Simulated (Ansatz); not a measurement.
in.yaml

```yaml
crystal:
  periodic: [false, false, false]
  atoms:
    - {symbol: B, position_ang: [0.000000, 0.004936, 1.371255]}
    - {symbol: Al, position_ang: [0.000000, 0.004936, -0.687022]}
    - {symbol: H, position_ang: [0.000000, 0.887596, 1.794755]}
    - {symbol: H, position_ang: [0.000000, -1.072676, 1.888293]}
basis:
  gaussian: {orbitals: 6-31G}
magnetization: {spin_polarized: false, initial_magnetization: 2}
correlation: {method: fic_nevpt4_sd, electrons: valence, active_space: {window: {electrons: 2, orbitals: 5}, states: [{multiplicity: 3, weights: [1, 0.5]}], root: 0}}
scf: {lower_state_search: full}
```

```sh
$ ansatz run in.yaml --threads 1 --pin off --events-out ev --progress --plain --max-ram 2393MiB
```

The program prints:

```
556 factors; integrals over basis functions are off by at most 2.6e-7 eV
mean field evaluation 1: about -7280.8973 eV, gradient 1.1e1 eV
mean field evaluation 2: about -7280.8973 eV, gradient 1.1e1 eV
mean field evaluation 4: about -7281.8735 eV, gradient 1.5e0 eV
mean field evaluation 8: about -7282.0207 eV, gradient 2.4e-1 eV
mean field evaluation 16: about -7281.0936 eV, gradient 1.4e-2 eV
mean field evaluation 32: about -7282.0226 eV, gradient 2.6e-1 eV
mean field evaluation 64: about -7228.2381 eV, gradient 9.6e1 eV
mean field evaluation 96: about -7282.0231 eV, gradient 5.0e-6 eV
mean field evaluation 128: about -7282.0170 eV, gradient 1.8e-1 eV
mean field -7282.02312336 eV, -267.6094138509 hartree, gradient 8.8e-6 eV, S^2 2.000000; 13 other end points of the search recorded, 0 dependent functions left out
reference -7282.02312336 eV, -267.6094138509 hartree; 11, 9 occupied and 15, 17 virtual orbitals, 556 factors
state -7282.10160654 eV, -267.6122980545 hartree
state -7281.01969415 eV, -267.5725385077 hartree
state -7282.10160654 eV, -267.6122980545 hartree; corrected -7284.60288525 eV, -267.7042183519 hartree
state -7281.01969415 eV, -267.5725385077 hartree; corrected -7283.30610786 eV, -267.6565626616 hartree
Total energy: -7284.60288525 eV, -267.7042183519 hartree
```

Natural occupations, averaged over the states: 0.9956 0.6630 0.3333 0.0044 0.0037.

Ran on 1 thread of Arm Neoverse V1, shared host: 1.2 s wall, 0.08 GiB peak host memory.
